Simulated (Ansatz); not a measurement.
# C₄H₉ radical: one species, many methods

One table from this session's results is given with a row withheld; the runs are named, their logs left out.

Computed with Ansatz 0.2.0, Gaussian basis. Level: functionals in def2-TZVPP, the program's frozen cores in correlated methods.

The runs, in order: LDA (SPW92), PBE-D4, revPBE-D4, BLYP-D4, r2SCAN-D4, B97M-V, PBE0-D4, B3LYP-D4, r2SCANh-D4, r2SCAN0-D4, HSE06-D4, BHLYP-D4, CAM-B3LYP-D4, LC-ωPBE, ωB97X-V, ωB97M-V, B2PLYP, PBE-QIDH; CCSD(T)/def2-SVP; CCSD(T)/def2-TZVPP; MP2/def2-QZVPP; extrapolation to the limit; RPA on PBE.

### Structure used throughout

An earlier PBE0-D4 in a triple-zeta def2 set relaxation fixed the geometry.

SMILES `C[CH]CC`, 13 atoms, charge 0, spin multiplicity 2.

Atoms are counted from 1 here; the program's logs count them from 0.

Bond lengths: C1–C2 1.481 Å, C1–H5 1.092 Å, C1–H6 1.102 Å, C1–H7 1.096 Å, C2–C3 1.483 Å, C2–H8 1.086 Å, C3–C4 1.520 Å, C3–H9 1.104 Å, C3–H10 1.099 Å, C4–H11 1.092 Å, C4–H12 1.093 Å, C4–H13 1.093 Å. Angles: C2–C1–H5 112.1°, C2–C1–H6 111.9°, C2–C1–H7 111.5°, H5–C1–H6 107.0°, H5–C1–H7 108.1°, H6–C1–H7 106.0°, C1–C2–C3 121.1°, C1–C2–H8 119.2°, C3–C2–H8 118.5°, C2–C3–C4 113.8°, C2–C3–H9 109.7°, C2–C3–H10 109.4°, C4–C3–H9 109.1°, C4–C3–H10 110.0°, H9–C3–H10 104.5°, C3–C4–H11 111.5°, C3–C4–H12 110.9°, C3–C4–H13 110.9° and more.

The first run:

File in.yaml:

```yaml
crystal:
  periodic: [false, false, false]
  atoms:
    - {symbol: C, position_ang: [-0.716515, 1.854834, 0.150188]}
    - {symbol: C, position_ang: [-0.258472, 0.495004, 0.515447]}
    - {symbol: C, position_ang: [0.152200, -0.479042, -0.524370]}
    - {symbol: C, position_ang: [0.793981, -1.738570, 0.034568]}
    - {symbol: H, position_ang: [-0.795465, 2.509562, 1.020147]}
    - {symbol: H, position_ang: [-1.707279, 1.838974, -0.331799]}
    - {symbol: H, position_ang: [-0.038046, 2.326352, -0.570425]}
    - {symbol: H, position_ang: [-0.422302, 0.134436, 1.526358]}
    - {symbol: H, position_ang: [-0.721837, -0.760037, -1.137950]}
    - {symbol: H, position_ang: [0.837866, 0.009596, -1.231070]}
    - {symbol: H, position_ang: [1.069404, -2.434134, -0.761036]}
    - {symbol: H, position_ang: [1.697466, -1.498304, 0.600370]}
    - {symbol: H, position_ang: [0.108990, -2.258680, 0.709582]}
basis:
  gaussian: {orbitals: def2-TZVPP}
magnetization: {spin_polarized: true, initial_magnetization: 1}
hamiltonian: {xc: lda}
output: {orbitals: {seedname: orbitals}}
```

Launch:

```console
> ansatz run in.yaml --threads 4 --pin off --events-out ev --progress --plain --max-ram 10444MiB
```

Among the steps run: LDA; PBE-D4 (GGA); revPBE-D4 (GGA); BLYP-D4 (GGA); r2SCAN-D4 (meta-GGA); B97M-V (meta-GGA); B3LYP-D4 (hybrid); r2SCANh-D4 (hybrid); r2SCAN0-D4 (hybrid); HSE06-D4 (hybrid); BHLYP-D4 (hybrid); CAM-B3LYP-D4 (range-separated); LC-ωPBE (range-separated); ωB97X-V (range-separated); ωB97M-V (range-separated); B2PLYP (double hybrid); PBE-QIDH (double hybrid).

One of the session's tables, all rows but one given; the rest of the session is left out.

It belongs to the step «Orbital energies across the functionals». 

```
  functional  HOMO (eV)  gap (eV)
 LDA (SPW92)      -3.95      1.38
      PBE-D4      -4.02      1.98
   revPBE-D4      -4.00      2.10
     BLYP-D4      -3.86      1.81
   r2SCAN-D4      -4.44      3.11
      B97M-V      -4.26      2.54
     PBE0-D4      -5.35      4.55
    B3LYP-D4          ?         ?
  r2SCANh-D4      -4.93      4.01
  r2SCAN0-D4      -5.68      5.36
    HSE06-D4      -4.94      3.75
    BHLYP-D4      -6.53      6.85
CAM-B3LYP-D4      -6.67      6.87
     LC-ωPBE      -8.13      9.85
     ωB97X-V      -7.58      8.76
     ωB97M-V      -7.38      8.39
```

Estimate the missing values for B3LYP-D4.

Worked estimate for «HOMO (eV)». Against the share of exact exchange, BLYP-D4 (0, -3.86), BHLYP-D4 (0.5, -6.53) give a slope of -5.34 per unit share; at 0.2 the line stands at -4.93.

As computed: HOMO (eV): -5.06; gap (eV): 3.81. In «HOMO (eV)» the line misses by +0.13.
